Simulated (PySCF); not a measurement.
The same gas-phase reaction for B, Al, Ga, In:
- BH2Cl + 2 Cl + F2 → BCl3 + 2 HF
- AlH2Cl + 2 Cl + F2 → AlCl3 + 2 HF
- GaH2Cl + 2 Cl + F2 → GaCl3 + 2 HF
- InH2Cl + 2 Cl + F2 → InCl3 + 2 HF

Method: PySCF energies plus ideal-gas RRHO corrections (1 bar). † marks an energy on the PBE0/def2-TZVP geometry and frequencies; other levels use their own. MP2 freezes the core. Open shells (unrestricted): Cl (multiplicity 2); the rest are closed-shell singlets. Spin-orbit splitting is ignored; it lowers the true energy and changes the entropy of Cl. In: scalar-relativistic def2 core potential, no spin-orbit coupling. Ga: all electrons, no relativistic terms. BH2Cl, AlH2Cl, GaH2Cl, InH2Cl: computed as isolated molecules; such fragments, hydroxides, amides, oligomers or adducts are transient or little studied in the gas. MP2 isn't extrapolated to the basis-set limit.

ΔH°(298 K) in kJ, by level:

```csv
level,B,Al,Ga,In
ωB97M-V/def2-TZVP†,[?],-1239.5,-1145.6,-1130.7
PBE0/def2-SVP†,[?],-1197.2,-1109.8,-1089.5
PBE/def2-TZVP†,[?],-1208.1,-1118.0,-1104.2
MP2/def2-TZVPP†,[?],-1308.4,-1218.0,-1200.8
PBE/def2-SVP,-1062.0,-1164.1,-1078.5,-1060.8
```

Q: Complete the blanks.

A: 
- ωB97M-V/def2-TZVP†, B: -1101.3
- PBE0/def2-SVP†, B: -1083.3
- PBE/def2-TZVP†, B: -1086.4
- MP2/def2-TZVPP†, B: -1166.2
